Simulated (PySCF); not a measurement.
## F: ionisation energy

F [He] 2s2 2p5 (2P) → F⁺ [He] 2s2 2p4 (3P), as a difference of total energies. All numbers are calculated (PySCF 2.14, the spin-free X2C one-electron Hamiltonian (Gaussian nucleus), in Sapporo-DZP-2012). Correlated levels: valence: 1s2 frozen. The calculations carry no spin-orbit coupling.

```tsv
method	ionisation energy (eV)	error (eV)
UHF	15.622	-1.805
BP86	17.491	+0.064
PBE	17.317	-0.110
MP2 (valence)	16.869	-0.558
SCS-MP2 (valence)	16.815	-0.612
CCSD (valence)	16.764	-0.663
CCSD(T) (valence)	16.767	-0.660
```

Reference: 17.427 eV (measured; NIST levels, between the centres of gravity of the two terms).

Errors of the correlated levels include the incompleteness of this basis and the frozen core.
